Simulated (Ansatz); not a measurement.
A made-up structure of C₂H₆B (charge -1), singlet:

C1  (-0.834, 0.767, -0.991)
B2  (0.158, 0.571, 0.052)
C3  (0.521, -0.863, 0.693)
H4  (-1.417, -0.052, -1.426)
H5  (-1.080, 1.739, -1.426)
H6  (0.789, 1.523, 0.510)
H7  (-0.069, -1.677, 0.249)
H8  (-0.357, 1.592, -0.525)
H9  (0.347, -0.889, 1.779)
(Å)

It is relaxed with PBE-D4/def2-SVPD and then PBE0-D4/def2-TZVPD (Ansatz 0.2.0). Atoms count as bonded within 1.22 times the sum of their covalent radii (H–H: 0.88 Å). The end point is not checked to be a true minimum.

Question: Does its bonding change? (Judge from chemistry; the calculation decides.)

Answer: By the calculation: Yes. Formed: none; broken: B2–H8.

Where it ends: The first stage lowers the energy by 4.81 eV in 15 steps. It ends as C₂H₆B ([CH2][BH][CH3]), total charge -1:
C1  (-0.855, 0.982, -0.910)
B2  (0.215, 0.541, 0.212)
C3  (0.349, -0.812, 0.721)
H4  (-1.471, 0.139, -1.251)
H5  (-0.371, 1.413, -1.800)
H6  (0.937, 1.447, 0.629)
H7  (-0.274, -1.646, 0.377)
H8  (-1.544, 1.760, -0.544)
H9  (1.074, -1.111, 1.482)
(Å)

Labels in which every atom is bracketed show which atoms are joined, not bond orders.

For scale, one of the runs: PBE0-D4/def2-TZVPD relaxation, 165 basis functions, launched by `ansatz run in.yaml --threads 2 --pin off --events-out ev --progress --plain --max-ram 4352MiB`. Hardware: 2 CPU threads of an Arm Neoverse V1, shared host. Wall time about 25 s.
